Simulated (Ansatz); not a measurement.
# BSiH₅ (triplet): from Hartree-Fock to the top rungs, cc-pVDZ

How much of the correlation energy of BSiH₅ (triplet) does each wave-function method recover here?

Computed with Ansatz 0.2.0, Gaussian basis. Level: cc-pVDZ, core rule «outside noble gas», up to 6 orbitals frozen.

Plan: UHF; CCSD(T) on ROHF; CCSD(T) on UHF; BCCD(T) on ROHF; CISD as a restricted active space (open shells left free, so some higher excitations enter); CCSDT(Q) on ROHF; CCSDT(Q) on UHF; CASSCF and NEVPT2, 10 electrons in 10 orbitals.

23 further runs of the same task are left out: 10 that didn't finish, 13 set aside as unsound or not needed. Runs told in other sessions of the task aren't counted.

**1. The geometry**

The geometry is a PBE0/def2-TZVP stationary point (not a proven minimum).

7 atoms, charge 0, spin multiplicity 3.

Atoms are counted from 1 here; the program's logs count them from 0.

Bond lengths: Si1–B2 2.095 Å, Si1–H3 1.484 Å, Si1–H4 1.484 Å, Si1–H5 1.485 Å, B2–H6 1.205 Å, B2–H7 1.205 Å. Angles: B2–Si1–H3 106.7°, B2–Si1–H4 106.7°, B2–Si1–H5 110.0°, H3–Si1–H4 112.0°, H3–Si1–H5 110.6°, H4–Si1–H5 110.6°, Si1–B2–H6 89.3°, Si1–B2–H7 89.3°, H6–B2–H7 131.0°.

Geometry (Å):

```xyz
7

Si   -0.0183    0.0000    0.5801
B     0.1280    0.0000   -1.5103
H     0.6619   -1.2307    1.0551
H     0.6619    1.2307    1.0551
H    -1.4460    0.0000    0.9891
H    -0.3709   -1.0966   -1.5314
H    -0.3709    1.0966   -1.5314
```

**2. UHF**

in.yaml

```yaml
crystal:
  periodic: [false, false, false]
  atoms:
    - {symbol: Si, position_ang: [-0.018261, 0.000000, 0.580059]}
    - {symbol: B, position_ang: [0.127982, -0.000001, -1.510314]}
    - {symbol: H, position_ang: [0.661937, -1.230696, 1.055108]}
    - {symbol: H, position_ang: [0.661938, 1.230696, 1.055107]}
    - {symbol: H, position_ang: [-1.445963, 0.000001, 0.989065]}
    - {symbol: H, position_ang: [-0.370895, -1.096559, -1.531404]}
    - {symbol: H, position_ang: [-0.370894, 1.096559, -1.531405]}
basis:
  gaussian: {orbitals: cc-pVDZ}
magnetization: {spin_polarized: true, initial_magnetization: 2}
hamiltonian: {xc: hf}
output: {orbitals: {seedname: orbitals}}
```

Started as:

```bash
ansatz run in.yaml --threads 1 --pin off --events-out ev --progress --plain --max-ram 2393MiB
```

Further steps of the session: CCSD(T) on ROHF; CCSD(T) on UHF; BCCD(T) on ROHF; CISD as a restricted active space (open shells left free, so some higher excitations enter); CCSDT(Q) on ROHF; CCSDT(Q) on UHF; CASSCF and NEVPT2, 10 electrons in 10 orbitals.

**Question.** What will the summary of the whole plan be? Wanted: UCCSDT(Q) from the RHF energy; RMP2 from UCCSDT(Q); UMP2 from UCCSDT(Q); RCCSD from UCCSDT(Q); RCCSD(T) from UCCSDT(Q); UCCSD(T) from UCCSDT(Q); RCCSDT(Q) from UCCSDT(Q); NEVPT2 frontier from UCCSDT(Q); T1 diagnostic.

The runs gave:

```
                         quantity                                                   value
    UCCSDT(Q) from the ROHF energy                                              -6.3615 eV
              RMP2 from UCCSDT(Q)                                           +134.3 kJ/mol
              UMP2 from UCCSDT(Q)                                           +134.4 kJ/mol
             RCCSD from UCCSDT(Q)                                            +16.9 kJ/mol
          RCCSD(T) from UCCSDT(Q)                                             +3.5 kJ/mol
          UCCSD(T) from UCCSDT(Q)                                             +3.5 kJ/mol
         RCCSDT(Q) from UCCSDT(Q)                                             +0.1 kJ/mol
   NEVPT2 frontier from UCCSDT(Q)                                           +129.6 kJ/mol
levels within 1 kcal/mol (43 meV)  RCCSD(T), UCCSD(T), BCCD(T), RCCSDT, UCCSDT, RCCSDT(Q)
                    T1 diagnostic                                                   0.018
```

**Reading.** RCCSD(T) misses by +3.5 kJ/mol, 0.6 % of the correlation energy. These misses are within one basis, not against nature; the frozen cores of restricted and unrestricted runs differ, which can shift their rows.

With open shells the CI space here admits some higher excitations, so it is larger than plain CISD.
